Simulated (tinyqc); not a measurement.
Worked calculation: LCCD on RHF in the sto-3g basis, frozen core, for CH3+, spin multiplicity 1. One step of it, computed by the program tinyqc.

Problem. LCCD: starting amplitudes. t_ij^ab = <ij||ab> / (e_i + e_j - e_a - e_b), whose energy is MP2.

orbital energies (hartree): MO1 -11.561250, MO2 -1.209706, MO3 -0.888190, MO4 -0.888029, MO5 -0.205344, MO6 0.112580, MO7 0.226048, MO8 0.226392

Two-electron integrals over orbitals (pq|rs), unique and non-zero (hartree); the lowest 1 orbital is frozen and left out:
```
(22|22) 0.518580    (32|22) -0.000008   (32|32) 0.115601    (33|22) 0.493178
(33|32) 0.043900    (33|33) 0.524504    (42|42) 0.115577    (43|42) -0.043896
(43|43) 0.040797    (44|22) 0.493174    (44|32) -0.043909   (44|33) 0.442924
(44|44) 0.524499    (52|22) 0.000136    (52|32) -6.41e-08   (52|33) 0.000215
(52|44) 0.000216    (52|52) 0.101065    (53|22) -3.34e-08   (53|32) -0.000280
(53|33) -0.000418   (53|44) 0.000418    (53|52) 0.000007    (53|53) 0.022961
(54|42) -0.000280   (54|43) 0.000418    (54|54) 0.022961    (55|22) 0.554534
(55|32) 0.000010    (55|33) 0.499352    (55|44) 0.499350    (55|52) 0.003610
(55|53) 3.59e-07    (55|55) 0.672805    (62|22) 0.085208    (62|32) 0.000007
(62|33) 0.056089    (62|44) 0.056130    (62|52) -0.000509   (62|53) 4.11e-07
(62|55) 0.134269    (62|62) 0.071386    (63|22) 0.000036    (63|32) -0.026846
(63|33) -0.033386   (63|44) 0.033444    (63|52) 6.81e-07    (63|53) 0.000532
(63|55) 0.000057    (63|62) 0.000061    (63|63) 0.060058    (64|42) -0.026754
(64|43) 0.033396    (64|54) 0.000531    (64|64) 0.059977    (65|22) -0.002057
(65|32) 8.18e-07    (65|33) -0.001076   (65|44) -0.001077   (65|52) 0.067855
(65|53) 0.000013    (65|55) -0.001479   (65|62) -0.002427   (65|63) -1.33e-06
(65|65) 0.049925    (66|22) 0.443667    (66|32) 0.000105    (66|33) 0.442215
(66|44) 0.442088    (66|52) -0.002300   (66|53) -1.27e-06   (66|55) 0.451416
(66|62) 0.025772    (66|63) -0.000064   (66|65) -0.002094   (66|66) 0.438550
(72|42) 0.021943    (72|43) 0.017146    (72|54) 0.000729    (72|64) 0.042829
(72|72) 0.048913    (73|42) 0.043413    (73|43) -0.014338   (73|54) -0.000402
(73|64) -0.029749   (73|72) -0.006054   (73|73) 0.034773    (74|22) 0.096298
(74|32) 0.043428    (74|33) 0.083774    (74|44) 0.055118    (74|52) 0.001402
(74|53) -0.000402   (74|55) 0.134369    (74|62) 0.076554    (74|63) -0.029753
(74|65) -0.001171   (74|66) 0.026309    (74|74) 0.122757    (75|42) 0.001638
(75|43) -0.000717   (75|54) 0.018492    (75|64) -0.000849   (75|72) 0.000179
(75|73) 0.000745    (75|75) 0.018527    (76|42) 0.104798    (76|43) -0.051745
(76|54) -0.000863   (76|64) -0.055438   (76|72) -0.006610   (76|73) 0.055132
(76|75) 0.001588    (76|76) 0.126288    (77|22) 0.481297    (77|32) -0.031901
(77|33) 0.438430    (77|44) 0.510845    (77|52) 0.000417    (77|53) 0.000582
(77|55) 0.490938    (77|62) 0.051487    (77|63) 0.043493    (77|65) -0.000714
(77|66) 0.450908    (77|74) 0.043872    (77|77) 0.524766    (82|22) -0.000061
(82|32) 0.021944    (82|33) -0.017166   (82|44) 0.017091    (82|52) 1.13e-07
(82|53) 0.000729    (82|55) -0.000079   (82|62) -0.000013   (82|63) 0.042827
(82|65) 1.00e-06    (82|66) -0.000042   (82|74) -0.006094   (82|77) 0.027721
(82|82) 0.048910    (83|22) 0.096319    (83|32) -0.043366   (83|33) 0.055162
(83|44) 0.083775    (83|52) 0.001402    (83|53) 0.000402    (83|55) 0.134384
(83|62) 0.076567    (83|63) 0.029794    (83|65) -0.001172   (83|66) 0.026200
(83|74) 0.055755    (83|77) 0.079086    (83|82) 0.005994    (83|83) 0.122700
(84|42) 0.043406    (84|43) -0.014346   (84|54) -0.000402   (84|64) -0.029772
(84|72) -0.006079   (84|73) 0.032264    (84|75) 0.000745    (84|76) 0.055143
(84|84) 0.034789    (85|22) 7.14e-07    (85|32) 0.001639    (85|33) 0.000717
(85|44) -0.000717   (85|52) -0.000034   (85|53) 0.018494    (85|55) 4.21e-07
(85|62) 9.19e-07    (85|63) -0.000851   (85|65) -0.000016   (85|66) 2.72e-06
(85|74) 0.000746    (85|77) -0.000643   (85|82) 0.000179    (85|83) -0.000744
(85|85) 0.018530    (86|22) 0.000008    (86|32) 0.104859    (86|33) 0.051791
(86|44) -0.051776   (86|52) 9.19e-07    (86|53) -0.000864   (86|55) 0.000015
(86|62) -0.000006   (86|63) -0.055584   (86|65) 1.74e-06    (86|66) 0.000142
(86|74) 0.055172    (86|77) -0.052733   (86|82) -0.006636   (86|83) -0.055084
(86|85) 0.001590    (86|86) 0.126432    (87|42) -0.031941   (87|43) 0.036245
(87|54) 0.000582    (87|64) 0.043470    (87|72) 0.027769    (87|73) -0.017644
(87|75) -0.000644   (87|76) -0.052754   (87|84) -0.017659   (87|87) 0.043074
(88|22) 0.481327    (88|32) 0.031782    (88|33) 0.510811    (88|44) 0.438497
(88|52) 0.000417    (88|53) -0.000581   (88|55) 0.490979    (88|62) 0.051463
(88|63) -0.043381   (88|65) -0.000713   (88|66) 0.451052    (88|74) 0.079054
(88|77) 0.438819    (88|82) -0.027783   (88|83) 0.044005    (88|85) 0.000642
(88|86) 0.052611    (88|88) 0.524699
```

Give: Starting amplitudes; correlation energy.

Solution.

Starting amplitudes (spin orbitals 1a, 1b, ...; amplitudes related by a flip of all spins are not repeated; the 24 largest):
```
from      to        t
4a 4b  7a 7b  -0.0551
3a 3b  8a 8b  -0.0550
2a 2b  5a 5b  -0.0503
2a 4b  6a 7b  -0.0314
2a 3b  6a 8b  -0.0314
3a 3b  6a 6b  -0.0300
4a 4b  6a 6b  -0.0300
2a 2b  6a 6b  -0.0270
3a 4b  7b 8a   0.0250
2a 4b  6b 7a   0.0176
2a 3b  6b 8a   0.0176
2a 2b  7a 7b  -0.0170
2a 2b  8a 8b  -0.0170
4a 4b  5a 5b  -0.0168
3a 3b  5a 5b  -0.0168
4a 4b  8a 8b  -0.0156
3a 3b  7a 7b  -0.0156
3a 4b  7a 8b  -0.0145
3a 3b  6a 8b  -0.0141
4a 4b  6a 8b   0.0141
3a 4b  6a 7b   0.0141
3a 4b  6b 7a  -0.0141
2a 3a  6a 8a  -0.0138
2a 4a  6a 7a  -0.0138
```

correlation energy = -0.049846 hartree
